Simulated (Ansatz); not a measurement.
**CHBSi (singlet): wave-function methods side by side, cc-pVDZ**

One table from this session's results is given with a row withheld; the runs are named, their logs left out.

The runs use Ansatz 0.2.0, Gaussian basis; cc-pVDZ, core rule «outside noble gas», up to 7 orbitals frozen.

To be run: UHF; CCSD(T) on RHF; CCSD(T) on UHF; BCCD(T) on RHF; CISD; CCSDT(Q) on RHF; CCSDT(Q) on UHF; CASSCF and MRCISD+Q, 8 electrons in 8 orbitals; CASSCF and NEVPT2, 8 electrons in 8 orbitals.

20 further runs of the same task are left out: 9 that didn't finish, 11 set aside as unsound or not needed.

### The system

The geometry is a PBE0/def2-TZVP stationary point (not a proven minimum) of the parent state, kept for this charge and spin.

4 atoms, charge 0, spin multiplicity 1.

Atoms are counted from 1 here; the program's logs count them from 0.

Bond lengths: B1–C2 1.470 Å, B1–Si3 2.018 Å, C2–Si3 1.745 Å, C2–H4 1.084 Å. Angles: C2–B1–Si3 57.5°, B1–C2–Si3 77.2°, B1–C2–H4 130.2°, Si3–C2–H4 152.6°, B1–Si3–C2 45.3°.

The first run:

in.yaml

```yaml
crystal:
  periodic: [false, false, false]
  atoms:
    - {symbol: B, position_ang: [0.000000, -0.905839, 0.967609]}
    - {symbol: C, position_ang: [0.000000, 0.561227, 0.868427]}
    - {symbol: Si, position_ang: [0.000000, 0.061485, -0.802988]}
    - {symbol: H, position_ang: [0.000000, 1.315005, 1.647998]}
basis:
  gaussian: {orbitals: cc-pVDZ}
magnetization: {spin_polarized: true, initial_magnetization: 0}
hamiltonian: {xc: hf}
output: {orbitals: {seedname: orbitals}}
```

The run is started by

```
$ ansatz run in.yaml --threads 1 --pin off --events-out ev --progress --plain --max-ram 2393MiB
```

Steps of the session up to this table: UHF; CCSD(T) on RHF; CCSD(T) on UHF; BCCD(T) on RHF; CISD; CCSDT(Q) on RHF; CCSDT(Q) on UHF; CASSCF and MRCISD+Q, 8 electrons in 8 orbitals; CASSCF and NEVPT2, 8 electrons in 8 orbitals.

One of the session's tables, all rows but one given; the rest of the session is left out.

It belongs to the step «Misses and costs». 

```
           method  from RCCSDT(Q) (kJ/mol)
              RHF                        ?
              UHF                   +811.2
             RMP2                   +137.1
             UMP2                   +139.6
             CISD                   +146.5
            RCCSD                    +53.7
            UCCSD                    +51.9
         RCCSD(T)                     +8.0
         UCCSD(T)                    +11.3
          BCCD(T)                     +7.7
           RCCSDT                     +4.6
           UCCSDT                     +5.1
        RCCSDT(Q)                        0
        UCCSDT(Q)                      0.0
  CASSCF frontier                   +619.9
  MRCISD frontier                    +74.9
MRCISD+Q frontier                    +11.0
```

Estimate the missing values for RHF.

The run gave: from RCCSDT(Q) (kJ/mol): +866.3. In the column «from RCCSDT(Q) (kJ/mol)» it is the highest.

Not comparable, so not listed: CASSCF and NEVPT2, 8 electrons in 8 orbitals (they don't share determinant, frozen orbitals or solution with the rows shown, or repeat one).

To keep in mind: The determinant is far from a pure spin state, so its energy mixes those of several spin states (harmless only where they are near-degenerate, as at dissociation). Restricted and unrestricted rows rest on different reference determinants; where their highest levels disagree by more than a few hundredths of an eV, they describe different states and don't form one ladder. Warnings in the runs' records: passed over end.
